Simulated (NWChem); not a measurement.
# BF (SMILES [B]F) at PBE0/def2-TZVPPD

Aim: the vertical electron affinity of BF at PBE0/def2-TZVPPD, from 2 runs. 

The calculation is run with NWChem 7.3.0.

2 further runs of the same task are left out: 2 set aside as unsound or not needed. Runs told in other sessions of the task aren't counted.

## 1. The system as given

The species is BF (2 atoms), meant as a singlet with charge 0. SMILES: `[B]F`. The shape is that of a PBE0-D4/def2-TZVP optimisation.

Bond lengths: B1–F2 1.263 Å.

## 2. Energy and gradient at PBE0/def2-TZVPPD

Input file bf.nw:

```
start bf
memory stack 880 mb heap 220 mb global 1100 mb
charge 0

geometry units angstrom noautosym nocenter noautoz
B     0.000000    0.000000   -0.009350
F     0.000000    0.000000    1.253740
end

basis spherical bse
* library def2-TZVPPD
end

dft
xc pbe0
mult 1
grid xfine
convergence energy 1e-08
maxiter 100
mulliken
end

task dft gradient
```

The run is started by

```sh
$ nwchem bf.nw > bf.out
```

The program printed:

```text
[...]
          Wavefunction type:  closed shell.
          No. of atoms     :     2
          No. of electrons :    14
[...]
          Charge           :     0
          Spin multiplicity:     1
[...]
          AO basis - number of functions:    77
[...]
              XC Information
              --------------
                         PBE0 Method XC Functional
                     Hartree-Fock (Exact) Exchange  0.250
          PerdewBurkeErnzerhof Exchange Functional  0.750
            Perdew 1991 LDA Correlation Functional  1.000 local
           PerdewBurkeErnz. Correlation Functional  1.000 non-local
[...]
 d= 0,ls=0.0,diis     1   -124.5423108626 -1.43D+02  8.01D-03  3.78D-01     1.5
[...]
 d= 0,ls=0.0,diis     7   -124.5805949978 -3.32D-09  5.46D-07  7.36D-10     9.7
         Total DFT energy =     -124.580594997816
      One electron energy =     -208.888105620184
           Coulomb energy =       79.761299228979
    Exchange-Corr. energy =      -14.306741448441
 Nuclear repulsion energy =       18.852952841829
[...]
      Total Density - Mulliken Population Analysis
     ---------------------------------------------
    Atom       Charge   Shell Charges
 -----------   ------   -------------------------------------------------------
    1 B    5     4.89   0.92  1.05  0.67  0.78  0.32  0.03  0.59  0.36  0.03  0.07  0.04 -0.00  0.02
    2 F    9     9.11   0.77  1.20  0.62  0.98  0.30 -0.00  2.27  2.12  0.81  0.02  0.00  0.01  0.01  0.00
[...]
  wavefunction    = closed shell
                         DFT ENERGY GRADIENTS
    atom               coordinates                        gradient
                 x          y          z           x          y          z
   1 B       0.000000   0.000000  -0.017669   -0.000000  -0.000000   0.000447
   2 F       0.000000   0.000000   2.369225    0.000000   0.000000  -0.000447
[...]
```

Run time: 18 s. Hardware: 1 thread of Intel Xeon Platinum 8259CL at 2.50GHz (Skylake/Cascade Lake), shared host; peak memory 0.12 GiB.

## 3. The doublet anion: the energy at UPBE0/def2-TZVPPD

Input file calc.nw:

```
start calc
title "BF energy"
memory 2200 mb
charge -1

geometry units angstrom noautosym nocenter noautoz
  B      0.000000     0.000000    -0.009350
  F      0.000000     0.000000     1.253740
end

basis spherical bse
  B library def2-TZVPPD
  F library def2-TZVPPD
end

dft
  xc pbe0
  mult 2
  grid xfine
  convergence energy 1e-08
  maxiter 100
  mulliken
  noprint "final vectors analysis"
end

task dft energy
```

The run is started by

```sh
$ nwchem calc.nw > calc.out
```

The program printed:

```text
[...]
          Wavefunction type:  spin polarized.
          No. of atoms     :     2
          No. of electrons :    15
[...]
          Charge           :    -1
          Spin multiplicity:     2
[...]
          AO basis - number of functions:    77
[...]
              XC Information
              --------------
                         PBE0 Method XC Functional
                     Hartree-Fock (Exact) Exchange  0.250
          PerdewBurkeErnzerhof Exchange Functional  0.750
            Perdew 1991 LDA Correlation Functional  1.000 local
           PerdewBurkeErnz. Correlation Functional  1.000 non-local
[...]
 d= 0,ls=0.0,diis     1   -124.2050212810 -1.43D+02  5.66D-01  1.08D+00     2.9
[...]
 d= 0,ls=0.5,diis    31   -124.5418506827 -7.05D-09  3.56D-06  3.37D-09    79.0
[...]
         Total DFT energy =     -124.541850686917
      One electron energy =     -212.591901834712
           Coulomb energy =       83.714588115646
    Exchange-Corr. energy =      -14.517489809680
 Nuclear repulsion energy =       18.852952841829
[...]
      Total Density - Mulliken Population Analysis
     ---------------------------------------------
    Atom       Charge   Shell Charges
 -----------   ------   -------------------------------------------------------
    1 B    5     5.68   0.92  1.05  0.57  0.69  0.30  0.28  0.72  0.53  0.45  0.06  0.04  0.04  0.02
    2 F    9     9.32   0.77  1.20  0.61  0.97  0.30  0.03  2.29  2.13  0.81  0.18  0.00  0.01  0.02  0.00
[...]
      <S2> =      0.7555 (Exact =     0.7500)
[...]
```

Run time: 82 s. Hardware: 1 thread of Intel Xeon Platinum 8259CL at 2.50GHz (Skylake/Cascade Lake), shared host; peak memory 0.11 GiB.

## 4. Outcome

Level: PBE0/def2-TZVPPD.

```
                                         quantity          value
                         singlet BF: total energy  -124.58059 Eh
                        singlet BF: dipole moment         1.00 D
                          singlet BF: HOMO energy       -8.03 eV
                          singlet BF: LUMO energy       -1.06 eV
                        singlet BF: HOMO–LUMO gap        6.97 eV
             singlet BF: largest force on an atom     0.023 eV/Å
                      doublet anion: total energy  -124.54185 Eh
                              doublet anion: ⟨S²⟩          0.755
vertical electron affinity (to the doublet anion)      -1.054 eV
```

The anion lies 1.05 eV (24 kcal/mol) above the neutral: the electron isn't bound at this level, and such a value depends on the basis.
